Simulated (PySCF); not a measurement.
These 4 structures share the formula C4H12N2. Level of theory: PySCF, PBE0-D3(BJ)/def2-SVP geometry optimisation, gas phase. Energies are electronic, without zero-point or thermal terms, for one conformer each. No frequencies were run at this level. Point groups hold within 0.08 Å.

Problem. Order them by energy at this level, lowest first, and give relative energies in kJ/mol.
A. `[CH3:1][CH:2]([CH2:3][NH2:4])[CH2:5][NH2:6]` with C1–C2–C3–N4 60°, C2–C3–N4–H -174° and 68°, C1–C2–C5–N6 -59°, C2–C5–N6–H -56° and 62°
B. `[CH3:1][C:2]([CH3:3])([CH3:4])[NH:5][NH2:6]` with C2–N5–N6–H 36° and -85°
C. `[CH3:1][N:2]([CH3:3])[CH2:4][CH2:5][NH2:6]` with C1–N2–C4–C5 -159°, N2–C4–C5–N6 56°, C4–C5–N6–H 66° and -47°
D. `[CH3:1][CH2:2][CH2:3][CH2:4][NH:5][NH2:6]` with C1–C2–C3–C4 -179°, C2–C3–C4–N5 -60°, C3–C4–N5–N6 -60°, C4–N5–N6–H 90° and -150°

Solution. A (0.0), C (36.2), B (60.8), D (81.4).

As drawn, the highest has an N–N linkage, which the lowest lacks.

| SMILES | E (Eh) | E rel (kJ/mol) | dipole (D) | point group | A, B, C (MHz) |
| --- | --- | --- | --- | --- | --- |
| CC(CN)CN | -268.64048 | 0.0 | 1.60 | – | 6935, 1899, 1634 |
| CN(C)CCN | -268.62669 | 36.2 | 1.77 | C1 | 5762, 2168, 1988 |
| CC(C)(C)NN | -268.61734 | 60.8 | 1.53 | – | 4408, 2690, 2685 |
| CCCCNN | -268.60948 | 81.4 | 1.76 | C1 | 6858, 1708, 1565 |

Problem. How do the relative energies change in single points at PBE0/pcSseg-1 (no added dispersion term) on the same geometries?

Solution. 
```
    SMILES  PBE0-D3(BJ)/def2-SVP (kJ/mol)  PBE0/pcSseg-1 (kJ/mol)  shift
  CC(CN)CN                            0.0                     0.0    0.0
  CN(C)CCN                           36.2                    36.6   +0.4
CC(C)(C)NN                           60.8                    61.5   +0.7
    CCCCNN                           81.4                    81.0   -0.4
```

Each column counts from its own lowest isomer. The order is unchanged; the largest shift is 0.7 kJ/mol.
